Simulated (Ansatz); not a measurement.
`CCCC(C)(C)C`, charge 0, multiplicity 1.

Problem. Give a relaxed structure at PBE0-D4/def2-TZVP (Ansatz 0.2.0). (Estimate.)

Solution. Computed: 
```xyz
23

C     0.8776   -0.0710   -2.8601
C    -0.0527    0.1009   -1.6709
C     0.6580   -0.1495   -0.3503
C    -0.1764   -0.0045    0.9304
C     0.7342   -0.2991    2.1198
C    -1.3354   -0.9981    0.9384
C    -0.7205    1.4154    1.0657
H     0.3607    0.1106   -3.8052
H     1.2888   -1.0840   -2.8950
H     1.7212    0.6230   -2.8034
H    -0.9006   -0.5835   -1.7751
H    -0.4714    1.1122   -1.6845
H     1.0833   -1.1615   -0.3678
H     1.5146    0.5336   -0.2786
H     1.5764    0.3982    2.1516
H     0.1885   -0.2101    3.0635
H     1.1407   -1.3130    2.0612
H    -2.0505   -0.7947    0.1381
H    -0.9743   -2.0236    0.8160
H    -1.8792   -0.9467    1.8858
H     0.0890    2.1507    1.0351
H    -1.2457    1.5367    2.0173
H    -1.4264    1.6579    0.2681
```
Point group Cs.
This is one stationary point; other conformers may exist.
